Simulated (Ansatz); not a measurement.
**[Er(H2O)6]3+ (ErH₁₂O₆ (+3)): one state, many levels**

The task here is to estimate one member of a computed series from the others.

Program: Ansatz 0.2.0, Gaussian basis. Level of theory: as each input shows. These are calculated values, not measurements.

Levels to be run: r2SCAN-D4/def2-TZVP, CAM-B3LYP-D4/def2-TZVP, ωB97M-V/def2-TZVP, PBE-D4/def2-SVP, PBE0-D4/def2-SVP, MP2/def2-SVP.

1 further run of the same task is left out (it didn't finish). Runs told in other sessions of the task aren't counted.

**The structure**

The geometry is that of the quartet, from an earlier relaxation (PBE-D4/def2-SVP).

19 atoms, charge 3, spin multiplicity 4.

Atoms are counted from 1 here; the program's logs count them from 0.

Bond lengths: Er1–O2 2.306 Å, Er1–O5 2.306 Å, Er1–O8 2.306 Å, Er1–O11 2.306 Å, Er1–O14 2.306 Å, Er1–O17 2.306 Å, O2–H3 0.987 Å, O2–H4 0.987 Å, O5–H6 0.987 Å, O5–H7 0.987 Å, O8–H9 0.987 Å, O8–H10 0.987 Å, O11–H12 0.987 Å, O11–H13 0.987 Å, O14–H15 0.987 Å, O14–H16 0.987 Å, O17–H18 0.987 Å, O17–H19 0.987 Å. Angles: O2–Er1–O5 179.8°, O2–Er1–O8 89.9°, O2–Er1–O11 90.1°, O2–Er1–O14 90.0°, O2–Er1–O17 90.1°, O5–Er1–O8 89.9°, O5–Er1–O11 90.1°, O5–Er1–O14 90.0°, O5–Er1–O17 89.9°, O8–Er1–O11 179.8°, O8–Er1–O14 89.9°, O8–Er1–O17 90.1°, O11–Er1–O14 89.9°, O11–Er1–O17 90.1°, O14–Er1–O17 179.9°, Er1–O2–H3 128.0°, Er1–O2–H4 128.0°, H3–O2–H4 104.0° and more.

Er takes a core potential in the def2 sets. No spin-orbit coupling is included. The ion is computed in the gas phase, without counter-ions or solvent.

PBE-D4/def2-TZVP was run before; its log isn't repeated, and its numbers join the tables.

Set-up of the first run:

start.molden holds the orbitals of an earlier run on this state, given as this run's starting guess.

Contents of in.yaml:

```yaml
crystal:
  periodic: [false, false, false]
  atoms:
    - {symbol: Er, position_ang: [-0.001084, -0.001553, 0.000934]}
    - {symbol: O, position_ang: [0.169333, 0.185874, 2.292912]}
    - {symbol: H, position_ang: [0.154004, 1.008527, 2.838179]}
    - {symbol: H, position_ang: [0.274893, -0.538064, 2.955564]}
    - {symbol: O, position_ang: [-0.162110, -0.188730, -2.291592]}
    - {symbol: H, position_ang: [-0.266294, 0.535017, -2.954667]}
    - {symbol: H, position_ang: [-0.142656, -1.011435, -2.836718]}
    - {symbol: O, position_ang: [2.291148, 0.168799, -0.178943]}
    - {symbol: H, position_ang: [2.951037, 0.278819, 0.546836]}
    - {symbol: H, position_ang: [2.839282, 0.149268, -0.999584]}
    - {symbol: O, position_ang: [-2.294528, -0.163295, 0.179420]}
    - {symbol: H, position_ang: [-2.842938, -0.143397, 0.999915]}
    - {symbol: H, position_ang: [-2.954836, -0.267979, -0.546791]}
    - {symbol: O, position_ang: [-0.182212, 2.290376, -0.174135]}
    - {symbol: H, position_ang: [-1.003859, 2.837198, -0.162160]}
    - {symbol: H, position_ang: [0.543363, 2.951333, -0.278698]}
    - {symbol: O, position_ang: [0.177881, -2.294136, 0.173029]}
    - {symbol: H, position_ang: [-0.548699, -2.953783, 0.279287]}
    - {symbol: H, position_ang: [0.998275, -2.842820, 0.157231]}
basis:
  gaussian: {orbitals: def2-TZVP, initial_orbitals: start.molden}
total_charge: 3
magnetization: {spin_polarized: true, initial_magnetization: 3}
hamiltonian: {xc: r2scan, dispersion: d4}
scf: {omitted_lower_state_checks: [starts]}
output: {orbitals: {seedname: orbitals}}
```

Command:

```
$ ansatz run in.yaml --threads 4 --pin off --events-out ev --progress --plain --max-ram 6963MiB
```

Steps of the session up to this table: r2SCAN-D4/def2-TZVP; CAM-B3LYP-D4/def2-TZVP; ωB97M-V/def2-TZVP; PBE-D4/def2-SVP; PBE0-D4/def2-SVP; MP2/def2-SVP.

One table of the session follows, with a row left open; its other results are not shown here.

```
                 level  HOMO (eV)  LUMO (eV)  gap (eV)
       PBE-D4/def2-SVP     -20.85     -19.06      1.79
      PBE-D4/def2-TZVP     -21.03     -19.24      1.79
   r2SCAN-D4/def2-TZVP     -21.45     -17.02      4.43
      PBE0-D4/def2-SVP          ?          ?         ?
CAM-B3LYP-D4/def2-TZVP     -24.46     -14.04     10.41
     ωB97M-V/def2-TZVP     -25.43     -11.81     13.62
```

Estimate the missing values for PBE0-D4/def2-SVP.

The run gave: HOMO (eV): -22.79; LUMO (eV): -15.19; gap (eV): 7.60. In the column «HOMO (eV)» it lies between CAM-B3LYP-D4/def2-TZVP (-24.46) and r2SCAN-D4/def2-TZVP (-21.45).
